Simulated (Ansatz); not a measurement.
C₂H₂O₂, SMILES OC#CO, a single point in a Gaussian basis

Run with the Ansatz DFT code, driven from Python.

`c2h2o2.py`:
```python
"""Single point of C2H2O2."""

from dataclasses import dataclass
from pathlib import Path

import ansatz as az
import numpy as np
import pandas as pd


@dataclass(frozen=True)
class Options:
    basis: str = "def2-SVP"
    method: str = "ccsd_t"


settings = Options()

GEOMETRY = """
O     1.00350    0.45310   -1.58420
C     0.28820    0.14810   -0.50000
C    -0.34000   -0.16180    0.47830
O    -0.89620   -0.49970    1.58550
H     1.31360   -0.29890   -2.05450
H    -1.32700    0.29520    2.02870
"""

geometry = az.Crystal.molecule()
for line in GEOMETRY.strip().splitlines():
    symbol, *xyz = line.split()
    geometry = geometry.atom(symbol, [float(v) for v in xyz])

job = (
    geometry.calculation()
    .basis(gaussian=settings.basis)
    .correlation(settings.method)
    .forces()
    .orbitals()
)
res = job.run(threads=1, pin="off", runs_dir="runs")
rep = res.report

print(f"E = {rep['free_energy_ev']:.6f} eV = {rep['free_energy_ev'] / 27.211386246:.7f} Ha")
print("converged:", rep["converged"], " doubts:", rep["published_state_doubts"] or "none")

parts = rep["correlation"]
for name in ("random_phase", "coupled_cluster", "perturbative"):
    if name in parts:
        print(f"{name:16s} {parts[name]['energy']['hartree']:12.7f} Ha")
if "second_order" in parts:
    pair = parts["second_order"]
    print(f"MP2 same spin {pair['same_spin']['hartree']:.7f} Ha, opposite spin {pair['opposite_spin']['hartree']:.7f} Ha")

state = rep["mean_field"]["state"]
print(f"mean field: {state['energy']['hartree']:.7f} Ha, <S^2> = {abs(state['spin_squared']):.4f}, stability: {state.get('stability', {}).get('kind')}")

symbols = [site.symbol for site in geometry.cartesian_sites]
print("forces (eV/A)")
for symbol, f in zip(symbols, rep["forces_ev_ang"]):
    print(f"  {symbol:2s} {f[0]:9.4f} {f[1]:9.4f} {f[2]:9.4f}")

charges = rep["charge_distribution"]
table = pd.DataFrame({"atom": symbols, "mulliken": charges["mulliken_charges_e"], "lowdin": charges["lowdin_charges_e"]})
print(table.round(3).to_string())
print("dipole (e A):", np.round(charges["dipole_moment_e_ang"], 4) + 0.0)

lines = Path(rep["orbitals_path"]).read_text().splitlines()
field_of = lambda key: [line.split("=")[1].strip() for line in lines if line.startswith(key)]
orbitals = [(27.211386 * float(e), s, float(n)) for e, s, n in zip(field_of("Ene="), field_of("Spin="), field_of("Occup="))]
homo = max(e for e, _, n in orbitals if n > 0.5)
lumo = min(e for e, _, n in orbitals if n < 0.5)
for e, spin, n in sorted(orbitals):
    if homo - 10 < e < lumo + 5:
        print(f"{spin:6s} {e:10.3f} eV  occupation {n:.0f}")
```

```console
$ python c2h2o2.py
E = -6176.381730 eV = -226.9778421 Ha
converged: True  doubts: none
coupled_cluster    -0.6309655 Ha
perturbative       -0.0198773 Ha
MP2 same spin -0.1640525 Ha, opposite spin -0.4504899 Ha
mean field: -226.3269992 Ha, <S^2> = 0.0000, stability: minimum
forces (eV/A)
  O    -0.5397    1.7851    0.6310
  C     1.0696   -0.0470   -1.4196
  C     0.4821    0.4573   -0.9653
  O    -2.0364    0.6335    3.0909
  H     0.2132   -1.4312   -0.3888
  H     0.8113   -1.3977   -0.9482
  atom  mulliken  lowdin
0    O    -0.270   0.198
1    C     0.076  -0.198
2    C     0.011  -0.233
3    O    -0.251   0.192
4    H     0.200  -0.014
5    H     0.234   0.056
dipole (e A): [-0.0681 -0.0057  0.0342]
Alpha     -18.044 eV  occupation 2
Alpha     -17.200 eV  occupation 2
Alpha     -17.044 eV  occupation 2
Alpha     -15.960 eV  occupation 2
Alpha     -10.302 eV  occupation 2
Alpha      -9.351 eV  occupation 2
Alpha       4.188 eV  occupation 0
Alpha       4.656 eV  occupation 0
Alpha       7.422 eV  occupation 0
Alpha       8.125 eV  occupation 0
```

Total energies depend on the basis set; only differences at equal settings carry meaning. The geometry is a force-field or estimated start, not a minimum of this method, and the basis set is short of its limit. The Löwdin charges here are taken after orthogonalising the functions within each atom; they differ from plain Löwdin charges, and their signs can be unphysical. Alpha marks a spatial orbital of a restricted run, filled by both spins. Levels such as HOMO and LUMO are orbital energies: in Hartree-Fock the gap is too wide and the LUMO hangs on the basis. S² is that of the Hartree-Fock reference. Finished in 11 s on 1 thread of Intel(R) Xeon(R) Platinum 8259CL CPU @ 2.50GHz (Skylake/Cascade Lake), with other jobs on the host, peak memory 0.34 GiB.

(A comment or docstring line of the script was reworded after the run, the code is as it ran; lines on the test bed's own set-up are left out of the output.)
